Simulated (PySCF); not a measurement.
# Basis-set dependence of population analyses: `FC=C1CC1`

Species: C4H5F.
Numbering: `[F:1][CH:2]=[C:3]1[CH2:4][CH2:5]1` (hydrogens: H6 on C2; H7, H8 on C4; H9, H10 on C5)

PBE0 throughout (PySCF), one geometry, spherical d and f functions. Geometry: PBE0-D3(BJ)/def2-SVP; no solvent, vibrations or thermal averaging. Atoms taken as equivalent share a column and are averaged. The first 7 of 8 kinds of atom are listed.

Mulliken charges (e):

```tsv
basis	functions	F1	C2	C3	C4	C5	H6	H7/H8
STO-3G	30	-0.064	+0.010	-0.059	-0.173	-0.173	+0.087	+0.093
6-31G	55	-0.316	+0.057	-0.037	-0.330	-0.334	+0.171	+0.195
pcSseg-0	55	-0.354	+0.173	-0.281	-0.421	-0.411	+0.237	+0.263
6-31G*	80	-0.301	+0.067	+0.077	-0.404	-0.398	+0.166	+0.197
cc-pVDZ	95	-0.173	+0.095	-0.112	-0.057	-0.053	+0.028	+0.067
def2-SVP	95	-0.210	+0.152	-0.127	-0.080	-0.079	+0.032	+0.077
aug-cc-pVDZ	160	-0.507	+0.720	+0.013	+0.770	+0.664	-0.308	-0.339
6-311+G(2d,p)	165	-0.259	-0.357	+0.356	-0.336	-0.099	+0.140	+0.138
def2-TZVP	185	-0.182	+0.067	-0.112	-0.195	-0.192	+0.117	+0.122
cc-pVTZ	220	-0.166	+0.107	-0.042	-0.225	-0.220	+0.094	+0.109
IGLO-III	225	-0.233	+0.071	+0.050	-0.251	-0.193	+0.097	+0.114
```

IAO charges (e):

```csv
basis,functions,F1,C2,C3,C4,C5,H6,H7/H8
STO-3G,30,-0.082,+0.010,-0.081,-0.270,-0.271,+0.130,+0.141
6-31G,55,-0.253,+0.096,-0.059,-0.294,-0.294,+0.157,+0.161
pcSseg-0,55,-0.239,+0.109,-0.082,-0.292,-0.291,+0.152,+0.160
6-31G*,80,-0.259,+0.132,-0.070,-0.282,-0.282,+0.146,+0.153
cc-pVDZ,95,-0.259,+0.126,-0.069,-0.284,-0.285,+0.149,+0.154
def2-SVP,95,-0.260,+0.130,-0.069,-0.275,-0.275,+0.145,+0.150
aug-cc-pVDZ,160,-0.276,+0.123,-0.062,-0.290,-0.293,+0.155,+0.160
"6-311+G(2d,p)",165,-0.277,+0.123,-0.062,-0.291,-0.294,+0.156,+0.160
def2-TZVP,185,-0.276,+0.128,-0.065,-0.291,-0.294,+0.154,+0.159
cc-pVTZ,220,-0.273,+0.128,-0.065,-0.292,-0.294,+0.154,+0.159
IGLO-III,225,-0.277,+0.125,-0.063,-0.291,-0.294,+0.156,+0.160
```

Hirshfeld charges (e):

```tsv
basis	functions	F1	C2	C3	C4	C5	H6	H7/H8
STO-3G	30	-0.022	+0.035	-0.077	-0.038	-0.038	+0.028	+0.028
6-31G	55	-0.100	+0.025	-0.048	-0.072	-0.071	+0.058	+0.051
pcSseg-0	55	-0.089	+0.030	-0.048	-0.073	-0.072	+0.056	+0.048
6-31G*	80	-0.088	+0.025	-0.052	-0.074	-0.073	+0.056	+0.050
cc-pVDZ	95	-0.079	+0.021	-0.047	-0.077	-0.077	+0.053	+0.051
def2-SVP	95	-0.086	+0.025	-0.044	-0.079	-0.079	+0.054	+0.051
aug-cc-pVDZ	160	-0.096	+0.025	-0.048	-0.087	-0.087	+0.058	+0.058
6-311+G(2d,p)	165	-0.099	+0.026	-0.052	-0.082	-0.082	+0.059	+0.056
def2-TZVP	185	-0.095	+0.025	-0.049	-0.084	-0.084	+0.058	+0.056
cc-pVTZ	220	-0.091	+0.024	-0.047	-0.084	-0.084	+0.057	+0.055
IGLO-III	225	-0.096	+0.025	-0.048	-0.086	-0.086	+0.058	+0.057
```

Q: Which scheme is steadiest as the basis changes?

A: Largest range over the bases for any column: Hirshfeld 0.08 e, IAO 0.20 e, Mulliken 1.19 e. Hirshfeld charges move least and Mulliken charges most, counted in e. Without the minimal STO-3G basis the ranges are Hirshfeld 0.02, IAO 0.04, Mulliken 1.19 e.

Q: How much do the charges still move between the two largest bases, cc-pVTZ and IGLO-III?

A: At most, over all atoms: Mulliken 0.092 e, IAO 0.005 e, Hirshfeld 0.005 e.

Q: What do the same runs give for the total energy, the frontier levels and the dipole moment?

A: 
```
        basis  energy (Eh)  HOMO (eV)  LUMO (eV)  μ (D)
       STO-3G    -251.6053      -4.54       3.64   0.54
        6-31G    -254.8462      -7.01       0.66   1.91
     pcSseg-0    -254.3254      -7.30       0.35   1.82
       6-31G*    -254.9071      -6.86       0.72   1.51
      cc-pVDZ    -254.9276      -7.01       0.48   1.52
     def2-SVP    -254.7276      -7.11       0.39   1.58
  aug-cc-pVDZ    -254.9457      -7.20      -0.03   1.74
6-311+G(2d,p)    -254.9905      -7.22       0.05   1.77
    def2-TZVP    -255.0150      -7.19       0.23   1.67
      cc-pVTZ    -255.0056      -7.15       0.28   1.62
     IGLO-III    -255.0193      -7.21       0.14   1.72
```

The dipole is fixed by the density alone, so its range of 1.37 D shows that the density itself changes with the basis, not only its division among atoms.
